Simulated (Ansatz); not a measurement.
Calculated with Ansatz (gas phase, PBE0-D4/def2-TZVP geometries, no zero-point term in ΔE). CCSD(T)/CBS is the MP2 limit (def2-TZVPP, def2-QZVPP) plus CCSD(T) − MP2 in def2-TZVPP, frozen cores. This one scheme is used for every species. Functionals use def2-TZVPP. One conformer a species, not always the lowest.

Consider the formal exchange of groups at a C–C bond: `CCCC(C)CCC` + CH₄ → `CCCC(C)CC` + `CC`.

`CCCC(C)CCC`:

Z-matrix (Å, degrees):
```
C
C 1 1.519
H 1 1.094 2 111.1
H 1 1.094 2 111.1 3 -119.5
H 1 1.092 2 111.7 3 120.3
C 2 1.521 1 112.2 3 60.2
H 2 1.095 1 109.2 3 -177.9
H 2 1.095 1 109.3 3 -62.2
C 6 1.531 2 115.9 1 -177.9
H 6 1.097 2 108.8 1 -55.8
H 6 1.096 2 108.6 1 58.7
C 9 1.523 6 111.8 2 68.0
C 9 1.527 6 113.5 2 -57.6
H 9 1.099 6 106.4 2 -175.1
H 12 1.093 9 111.0 6 174.2
H 12 1.093 9 111.5 6 -66.3
H 12 1.093 9 111.4 6 54.1
C 13 1.520 9 115.1 6 -56.5
H 13 1.097 9 109.5 6 67.1
H 13 1.097 9 108.2 6 -178.4
C 18 1.519 13 112.6 9 -175.0
H 18 1.097 13 109.2 9 -52.9
H 18 1.095 13 109.9 9 63.0
H 21 1.094 18 111.1 13 60.0
H 21 1.092 18 111.7 13 -179.7
H 21 1.094 18 111.0 13 -59.5
```

CH₄:

Cartesian coordinates in Å:
```
C 0.000 0.000 0.000
H -0.279 1.050 0.088
H 0.987 -0.151 0.437
H 0.021 -0.283 -1.052
H -0.729 -0.615 0.527
```

`CCCC(C)CC`:

Z-matrix (Å, degrees):
```
C
C 1 1.519
H 1 1.094 2 111.0
H 1 1.094 2 111.1 3 -119.5
H 1 1.093 2 111.7 3 120.2
C 2 1.520 1 112.5 3 59.8
H 2 1.094 1 109.2 3 -62.7
H 2 1.097 1 109.6 3 -178.6
C 6 1.527 2 115.4 1 175.7
H 6 1.099 2 109.3 1 -61.2
H 6 1.097 2 108.5 1 53.7
C 9 1.523 6 111.8 2 63.2
C 9 1.528 6 109.9 2 -172.1
H 9 1.100 6 107.6 2 -55.3
H 12 1.095 9 110.4 6 61.5
H 12 1.091 9 111.8 6 -58.4
H 12 1.092 9 111.8 6 -178.5
C 13 1.519 9 114.9 6 172.4
H 13 1.096 9 108.3 6 50.4
H 13 1.097 9 108.7 6 -64.3
H 18 1.092 13 111.0 9 -175.5
H 18 1.092 13 112.1 9 64.6
H 18 1.094 13 111.0 9 -55.8
```

`CC`:

Cartesian coordinates in Å:
```
C 0.482 0.168 0.562
C -0.482 -0.168 -0.562
H 1.451 0.491 0.173
H 0.097 0.973 1.192
H 0.660 -0.697 1.206
H -1.451 -0.491 -0.173
H -0.097 -0.973 -1.192
H -0.660 0.697 -1.206
```

```json
{"level": "BLYP-D4", "ΔE (kJ/mol)": "7.2"}
{"level": "CAM-B3LYP-D4", "ΔE (kJ/mol)": "6.7"}
```

What does CCSD(T)/CBS give? (Best estimate.)

The calculation gave: +8.4 kJ/mol. The listed levels differ from it by -1.2, -1.7 kJ/mol.

Largest T1 diagnostic among the species: 0.009.

In def2-TZVPP, CCSD(T) changes the Hartree–Fock value by +10.1 kJ/mol (the triples alone add +1.6 kJ/mol) and MP2 by +11.7 kJ/mol. Leaving LDA and LC-ωPBE aside and taking each functional with its dispersion term where it has one, the values, not all of them listed here, spread over 4.4 kJ/mol, from B2PLYP to ωB97M-V. LDA lies +6.3 kJ/mol from PBE without D4.
